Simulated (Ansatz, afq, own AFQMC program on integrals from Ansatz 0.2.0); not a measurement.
# TiH, quartet: AFQMC among the cluster methods

```
atom   x (Å)   y (Å)   z (Å)
  Ti  0.0000  0.0000  0.0000
   H  0.0000  0.0000  1.7567
```

Basis def2-TZVP. Only valence electrons are correlated. Integrals, coupled cluster, full CI and functionals: Ansatz 0.2.0; the random walks run on the same integrals in our own AFQMC program. The CISD trial takes its coefficients from CCSD amplitudes. Released means that phaseless walkers are propagated on without the constraint, phases kept. Error bars are statistical, one sigma. The metal's outer-core s and p shells are frozen, which shifts wave-function levels against functionals.

Determinant: UHF, the one that the program's search chose, which needn't be the lowest solution. The geometry is a PBE0/def2-TZVP stationary point of this or a neighbouring charge and spin state.

Full CI on the same integrals is exact in this basis and with this determinant's frozen core.

Cautions: no relativity below Rb; outer-core shells of the metal frozen; strong correlation (T1 0.058, weight of the determinant 0.92, largest double 0.07); the released energies have errors that jump between times, so the bars are unsure, so no released level is given (meV from the phaseless value at times in 1/Eh: -37 ± 22 at 0.60, 2 ± 11 at 1.20, -26 ± 21 at 2.00, -17 ± 6 at 3.00, -31 ± 20 at 4.20), though the last usable value meets full CI within the noise.

The T1 diagnostic is 0.0579 and the weight of the determinant in the CISD state is 0.921. The ⟨S²⟩ of the determinant is 3.756. The size of the correlated space is 5 electrons in 42 orbitals.

Reference: full CI, correlation energy -1.630 eV.

```json
{"level": "HF", "E − E(reference) (kJ/mol)": "157.3", "share of correlation (%)": "0.00"}
{"level": "MP2", "E − E(reference) (kJ/mol)": "46.5", "share of correlation (%)": "70.44"}
{"level": "CCSD", "E − E(reference) (kJ/mol)": "6.1", "share of correlation (%)": "96.14"}
{"level": "CCSD(T)", "E − E(reference) (kJ/mol)": "2.2", "share of correlation (%)": "98.58"}
{"level": "CCSDT", "E − E(reference) (kJ/mol)": "0.1", "share of correlation (%)": "99.93"}
{"level": "CCSDT(Q)", "E − E(reference) (kJ/mol)": "0.0", "share of correlation (%)": "99.99"}
{"level": "CCSDTQ", "E − E(reference) (kJ/mol)": "0.0", "share of correlation (%)": "100.00"}
{"level": "ph-AFQMC/CISD", "E − E(reference) (kJ/mol)": "1.7 ± 0.07", "share of correlation (%)": "98.90"}
```

CCSDT and higher add their correlation energy to the determinant of the CCSD(T) run, since their own runs factorise the integrals more tightly (a shift of under 2 meV).
